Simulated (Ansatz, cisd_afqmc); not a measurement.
System: CH$_{3}$S, charge 0, doublet. CH3S (SMILES C[S], doublet).
B3LYP-D3(BJ)/def2-TZVP minimum from Ansatz (an electronic-structure program):
```xyz
5

C     -0.0139     1.1056     0.0124
S      0.0013    -0.6916    -0.0079
H      1.0336     1.4242     0.0401
H     -0.5062     1.4939     0.9033
H     -0.4650     1.5146    -0.8909
```
Charge 0, spin multiplicity 2.

Property: atomisation energy (electronic, to ground-state atoms), in kcal/mol. Open shells are spin-unrestricted; no spin-orbit coupling. Correlated methods leave the cores frozen. Rows without X2C or -DK are non-relativistic. AFQMC/CISD: phaseless, guided by CISD from CCSD amplitudes; bars are statistical, one sigma. Outlying blocks are dropped, and bars are widened where a walk drifts. Over all cases where full CI ran beside it in this data, AFQMC minus full CI had a median of +0.1 mEh and passed +0.4 mEh in a tenth of the cases. CBS(X,Y): correlation extrapolated as X^-3, Hartree-Fock from the larger set (Q,5: extrapolated as (X+1)exp(-9√X)). A bracket is a step between two methods taken in the basis named. The functionals are non-relativistic, so their misses hold any scalar relativity. '+ core + X2C': CCSD(T) terms for core correlation (cc-pwCVTZ, 1s frozen past Ne) and scalar relativity (cc-pVTZ-DK). For partners of very few electrons the exact lower level stands in for a higher one.

```csv
level,program,atomisation energy (kcal/mol),difference against the last row
HF/cc-pV(5+d)Z,Ansatz,285.0,-97.9
B3LYP/def2-TZVPD,Ansatz,381.8,-1.1
CCSD(T)/aug-cc-pV(D+d)Z,Ansatz,356.6,-26.3
CCSD(T)/cc-pV(Q+d)Z,Ansatz,378.1,-4.8
AFQMC/CISD/cc-pV(T+d)Z,cisd_afqmc,372.5 ± 0.2,-10.4
"CCSD(T)/CBS(cc-pV(Q+d)Z,cc-pV(5+d)Z) + [AFQMC/CISD - CCSD(T)]/cc-pV(T+d)Z + core + X2C",Ansatz + cisd_afqmc,382.8 ± 0.2,-0.1
"CCSD(T)/CBS(cc-pV(Q+d)Z,cc-pV(5+d)Z) + [CCSDT(Q) - CCSD(T)]/cc-pV(D+d)Z + core + X2C",Ansatz,382.9,0.0
```
